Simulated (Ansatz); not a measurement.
Two structures of Si$_{2}$H$_{7}$Cl, singlet, reached by relaxing down either side of one saddle point (PBE0-D4/def2-TZVP). Energies are electronic, without zero-point energy. Program: Ansatz 0.2.0. Basis: def2-TZVPP and def2-QZVPP. Cores are frozen in the correlated methods. Extrapolation: Hartree–Fock as exp(−7.88 √X), correlation as X^−2.97. First:

```xyz
10
angstrom
Si -1.3171 -0.1641 -0.0800
H -0.8832 -0.9568 -1.2697
H -2.2336 0.9000 -0.5675
H -2.0704 -1.0830 0.8134
Si 0.5219 0.7616 1.0332
H 0.9909 -1.1943 -1.8352
Cl 2.2699 -1.1598 -1.9355
H 0.0280 1.5345 2.2047
H 1.4297 -0.3135 1.5094
H 1.2641 1.6754 0.1272
```

Second:

```tsv
atom	x (Å)	y (Å)	z (Å)
Si1	-0.7902	0.6914	-0.7000
H2	-0.0089	-3.0621	-0.2417
H3	-1.3881	2.0186	-0.9932
H4	-1.8823	-0.2905	-0.4843
Si5	0.6744	0.7866	1.1198
H6	0.1776	-2.6758	-0.8531
Cl7	0.2654	0.1009	-2.3750
H8	-0.0730	1.2130	2.3341
H9	1.2732	-0.5522	1.3556
H10	1.7520	1.7701	0.8377
```

Which bonds change from the first to the second?

Si₂H₆ ([SiH3][SiH3]) + HCl → Si₂H₅Cl ([SiH3][SiH2][Cl]) + H₂; bonds formed: Si1–Cl7, H2–H6; bonds broken: Si1–H2, H6–Cl7.

Give the saddle point's structure and its height above each. (Judge from chemistry; the value comes from the calculation.)

The calculation gives: 153.7 kJ/mol above the first and 220.9 kJ/mol above the second (CCSD(T) at an estimated basis limit (MP2 extrapolated from triple and quadruple zeta, plus CCSD(T) − MP2 in triple zeta)).
Si1  (-0.831, -0.107, -0.392)
H2  (-0.652, -1.773, -0.787)
H3  (-1.470, 0.634, -1.496)
H4  (-1.980, -0.702, 0.375)
Si5  (0.691, 0.797, 1.121)
H6  (0.031, -1.451, -1.238)
Cl7  (1.208, -0.288, -1.904)
H8  (-0.031, 1.265, 2.337)
H9  (1.620, -0.296, 1.500)
H10  (1.413, 1.921, 0.484)
(Å)

The T1 diagnostic stays at or below 0.013.

Labels in which every atom is bracketed show which atoms are joined, not bond orders.

For scale, one of the runs: CCSD(T)/def2-TZVPP, 224 basis functions, launched by `ansatz run in.yaml --threads 4 --pin off --events-out ev --progress --plain --max-ram 9574MiB`. Hardware: 4 CPU threads of an Intel Xeon, shared host. Wall time 56 s; peak host memory 3.2 GiB.
